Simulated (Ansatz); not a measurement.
## Ansatz (development build ahead of 0.2.0) run

```yaml
crystal:
  periodic: [false, false, false]
  atoms:
    - { symbol: O, position_ang: [-0.436, -0.865, -0.526] }
    - { symbol: H, position_ang: [-0.5966, -0.4837, -1.4018] }
    - { symbol: Cl, position_ang: [0.2403, 0.4355, 0.33] }
basis:
  gaussian: { orbitals: def2-SVP }
magnetization:
  spin_polarized: true
  initial_magnetization: 2
hamiltonian:
  xc: hf
output:
  forces: true
```

The input is written out in the form of the current development build from the run's settings.

Output:

- Converged: yes
- Total energy: -534.53546 hartree
- Spin squared of the determinant: 2.022
- Stability test: minimum

Forces (eV/Å):
```json
{"atom": "O1", "Fx": "-3.860", "Fy": "-6.839", "Fz": "-5.455"}
{"atom": "H2", "Fx": "-0.121", "Fy": "-0.605", "Fz": "0.209"}
{"atom": "Cl3", "Fx": "3.982", "Fy": "7.445", "Fz": "5.247"}
```

Caution: another spin multiplicity may lie lower.
